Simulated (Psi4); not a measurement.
**One shape, several levels: H2S2 (SMILES SS)**

Wanted: a comparison of 3 runs (HF/3-21G, DSD-PBEP86/def2-TZVPP, wB97X-V/def2-TZVPP) of H2S2. 

The calculation is run with Psi4 1.11.

### Step 1. The system as given

H2S2 has 4 atoms, charge 0, and is taken as a singlet. SMILES: `SS`. The S2–H4 distance was set to 2.424 Å, away from the relaxed value. At this shape a bond of the SMILES string is far longer than usual.

Bond lengths: S1–S2 2.046 Å, S1–H3 1.347 Å. Angles: S2–S1–H3 98.6°.

### Step 2. A single-point energy at HF/3-21G (run 1)

input.inp reads:

```
memory 2.2 GB

molecule system {
  0 1
  S      1.328082    -0.708163     1.093327
  S      0.603822     1.202607     0.993997
  H      0.318182    -1.271543     1.783517
  H     -0.619290     1.020250    -1.090950
  units angstrom
  symmetry c1
  no_reorient
  no_com
}

set basis 3-21G
set puream true
set e_convergence 1e-09
set d_convergence 1e-08
set scf_type pk

E, wfn = energy("scf", return_wfn=True)
```

Command:

```
$ psi4 -n 1 input.inp input.out
```

input.out:

```text
[...]
  Running in c1 symmetry.
[...]
  Nuclear repulsion =   81.868102922887644
[...]
  Multiplicity = 1
[...]
  Nalpha       = 17
  Nbeta        = 17
[...]
    Number of basis functions: 30
[...]
   @RHF iter   1:  -792.03510900692379   -3.34577e-01   7.35379e-03 ADIIS/DIIS
[...]
   @RHF iter  13:  -792.10826574165594   -2.72848e-12   5.31445e-09 DIIS
[...]
    Orbital Energies [Eh]
    ---------------------
    Doubly Occupied:
       1A    -91.382637     2A    -91.358349     3A     -8.975606
       4A     -8.962078     5A     -6.650070     6A     -6.646538
       7A     -6.644280     8A     -6.636760     9A     -6.633804
      10A     -6.630701    11A     -1.086153    12A     -0.865940
      13A     -0.582742    14A     -0.483193    15A     -0.473171
      16A     -0.396842    17A     -0.350737
[...]
  @RHF Final Energy:  -792.10826574165594
   => Energetics <=
    Nuclear Repulsion Energy =             81.8681029228876440
    One-Electron Energy =               -1258.4335337636646273
    Two-Electron Energy =                 384.4571650991210277
    Total Energy =                       -792.1082657416559414
[...]
 Multipole Moments:
 ------------------------------------------------------------------------------------
     Multipole            Electronic (a.u.)      Nuclear  (a.u.)        Total (a.u.)
 ------------------------------------------------------------------------------------
 L = 1.  Multiply by 2.5417464519 to convert [e a0] to [Debye]
 Dipole X            :        -58.4174978           57.8432997           -0.5741980
 Dipole Y            :        -14.8361969           14.4749450           -0.3612519
 Dipole Z            :        -64.4171762           64.4202931            0.0031169
 Magnitude           :                                                    0.6783923
[...]
```

Run time: 2.2 s. Hardware: 1 thread of AMD EPYC 7R43 (Zen 3), shared host; peak memory 0.18 GiB.

### Step 3. The energy at DSD-PBEP86/def2-TZVPP (density fitting for correlation) (run 2)

h2s2.inp reads:

```
memory 2.2 GB

molecule geom {
  0 1
  S
  S 1 2.04584
  H 1 1.346721 2 98.63407
  H 2 2.4241 1 98.63404 3 -90.4934
  symmetry c1
  no_reorient
  no_com
}

set reference rks
set puream true
set e_convergence 1e-09
set d_convergence 1e-08
set scf_type pk
set dft_radial_points 99
set dft_spherical_points 590
set num_frozen_docc 10

e = energy("dsd-pbep86/def2-TZVPP")
```

Command:

```
$ psi4 h2s2.inp h2s2.out -n 1
```

h2s2.out:

```text
[...]
  Running in c1 symmetry.
[...]
  Nuclear repulsion =   81.868099999987749
[...]
  Multiplicity = 1
[...]
  Nalpha       = 17
  Nbeta        = 17
[...]
    Number of basis functions: 112
[...]
   @RKS iter   1:  -796.58288087476342   -3.43401e-01   3.38536e-03 DIIS/ADIIS
[...]
   @RKS iter  14:  -796.66964128936343   -1.28466e-11   4.47855e-09 DIIS
[...]
    Orbital Energies [Eh]
    ---------------------
    Doubly Occupied:
       1A    -90.939384     2A    -90.923941     3A     -8.666911
       4A     -8.656673     5A     -6.441967     6A     -6.440890
       7A     -6.436607     8A     -6.432191     9A     -6.430186
      10A     -6.428199    11A     -0.977299    12A     -0.789812
      13A     -0.541751    14A     -0.459244    15A     -0.429547
      16A     -0.352901    17A     -0.317155
[...]
  @RKS Final Energy:  -796.66964128936343
   => Energetics <=
    Nuclear Repulsion Energy =             81.8680999999877486
    One-Electron Energy =               -1263.3027407923973442
    Two-Electron Energy =                 399.4913859293686755
    DFT Exchange-Correlation Energy =     -14.7263864263227049
    Empirical Dispersion Energy =           0.0000000000000000
    VV10 Nonlocal Energy =                  0.0000000000000000
    Total Energy =                       -796.6696412893635397
[...]
 Multipole Moments:
 ------------------------------------------------------------------------------------
     Multipole            Electronic (a.u.)      Nuclear  (a.u.)        Total (a.u.)
 ------------------------------------------------------------------------------------
 L = 1.  Multiply by 2.5417464519 to convert [e a0] to [Debye]
 Dipole X            :         -2.2200557            2.1760944           -0.0439613
 Dipole Y            :         -0.8157541            1.1902451            0.3744911
 Dipole Z            :         -0.5217164            0.1468609           -0.3748555
 Magnitude           :                                                    0.5316886
[...]
```

Run time: 16 s. Hardware: 1 thread of AMD EPYC 7R43 (Zen 3), shared host; peak memory 0.78 GiB.

### Step 4. The energy at wB97X-V/def2-TZVPP (run 3)

h2s2.xyz reads:

```xyz
4
H2S2
S      1.328082    -0.708163     1.093327
S      0.603822     1.202607     0.993997
H      0.318182    -1.271543     1.783517
H     -0.619290     1.020250    -1.090950
```

h2s2.py reads:

```python
import psi4

psi4.set_memory('2200 MB')
psi4.set_num_threads(1)
psi4.set_output_file('h2s2.out', False)

with open('h2s2.xyz') as f:
    atoms = ''.join(f.readlines()[2:])
molecule = psi4.geometry('0 1\n' + atoms + 'symmetry c1')

options = {'basis': 'def2-TZVPP', 'puream': True, 'e_convergence': 1e-09, 'd_convergence': 1e-08, 'scf_type': 'pk', 'dft_radial_points': 99, 'dft_spherical_points': 590}
psi4.set_options(options)

e_tot, wfn = psi4.energy('wb97x-v', return_wfn=True)
print('E =', round(e_tot, 9))
for k, v in sorted(psi4.core.scalar_variables().items()):
    print(f'{k:45s} {v:18.10f}')
```

Command:

```
$ python h2s2.py
```

h2s2.out:

```text
[...]
  Running in c1 symmetry.
[...]
  Nuclear repulsion =   81.868102922887644
[...]
  Multiplicity = 1
[...]
  Nalpha       = 17
  Nbeta        = 17
[...]
    Number of basis functions: 112
[...]
   @RKS iter   1:  -797.24776833424141   -3.45457e-01   4.16870e-03 DIIS/ADIIS
[...]
   @RKS iter  14:  -797.35349115643203   -1.54614e-11   6.09524e-09 DIIS
[...]
    Orbital Energies [Eh]
    ---------------------
    Doubly Occupied:
       1A    -88.921646     2A    -88.910683     3A     -8.092683
       4A     -8.086844     5A     -6.049704     6A     -6.047357
       7A     -6.043111     8A     -6.038844     9A     -6.037370
      10A     -6.034210    11A     -0.940298    12A     -0.771291
      13A     -0.549408    14A     -0.474193    15A     -0.451202
      16A     -0.367571    17A     -0.342115
[...]
  @RKS Final Energy:  -797.35349115643203
   => Energetics <=
    Nuclear Repulsion Energy =             81.8681029228876440
    One-Electron Energy =               -1263.5695569248507582
    Two-Electron Energy =                 423.2256174820990964
    DFT Exchange-Correlation Energy =     -39.0184536660346595
    Empirical Dispersion Energy =           0.0000000000000000
    VV10 Nonlocal Energy =                  0.1407990294667354
    Total Energy =                       -797.3534911564320282
[...]
 Multipole Moments:
 ------------------------------------------------------------------------------------
     Multipole            Electronic (a.u.)      Nuclear  (a.u.)        Total (a.u.)
 ------------------------------------------------------------------------------------
 L = 1.  Multiply by 2.5417464519 to convert [e a0] to [Debye]
 Dipole X            :          1.8829551           -2.0276087           -0.1446536
 Dipole Y            :          0.2271851           -0.6771405           -0.4499554
 Dipole Z            :          1.5092128           -1.2664605            0.2427523
 Magnitude           :                                                    0.5313315
[...]
```

The script printed:

```text
E = -797.353491156
CURRENT ENERGY                                   -797.3534911564
CURRENT REFERENCE ENERGY                         -797.3534911564
DD SOLVATION ENERGY                                 0.0000000000
DFT FUNCTIONAL TOTAL ENERGY                      -797.3534911564
DFT TOTAL ENERGY                                 -797.3534911564
DFT VV10 ENERGY                                     0.1407990295
DFT XC ENERGY                                     -39.0184536660
GRID ELECTRONS ALPHA                               16.9999999439
GRID ELECTRONS BETA                                16.9999999439
GRID ELECTRONS TOTAL                               33.9999998878
NUCLEAR REPULSION ENERGY                           81.8681029229
ONE-ELECTRON ENERGY                             -1263.5695569249
PCM POLARIZATION ENERGY                             0.0000000000
PE ENERGY                                           0.0000000000
SCF ITERATION ENERGY                             -797.3534911564
SCF ITERATIONS                                     14.0000000000
SCF TOTAL ENERGY                                 -797.3534911564
TWO-ELECTRON ENERGY                               423.2256174821
XC GRID RADIAL POINTS                              99.0000000000
XC GRID SPHERICAL POINTS                          590.0000000000
XC GRID TOTAL POINTS                           221179.0000000000
```

Wall time 65 s (1 thread of AMD EPYC 7R43 (Zen 3), shared host); peak memory 0.94 GiB.

### Step 5. The series

```
run                                                    level  frozen core orbitals  fitting correlation  energy (Eh)  dipole moment (D)  HOMO energy (eV)  LUMO energy (eV)  wall time
  1                                                 HF/3-21G                     0                    –  -792.108266               1.72             -9.54             -1.15      2.2 s
  2  DSD-PBEP86/def2-TZVPP (density fitting for correlation)                    10      density fitting  -796.878836                  –             -8.63             -2.29       16 s
  3                                       wB97X-V/def2-TZVPP                     0                    –  -797.353491               1.35             -9.31             -2.10       65 s
```

### Step 6. What came out

| quantity | value |
| --- | --- |
| run 3: total energy | -797.35349 Eh |
| run 3: dipole moment | 1.35 D |
| run 3: HOMO energy | -9.31 eV |
| run 3: LUMO energy | -2.10 eV |
| run 3: HOMO–LUMO gap | 7.21 eV |

In words: The HOMO–LUMO gap runs from 6.34 eV (DSD-PBEP86/def2-TZVPP) to 8.40 eV (HF/3-21G). The two ends differ in method and basis. A double hybrid's value is that of its SCF part. Totals of different functionals can't be ranked against each other. In runs 1, 2, 3 a closed-shell determinant meets a far-stretched bond, which it describes badly. All runs together took 83 s, the longest 65 s.
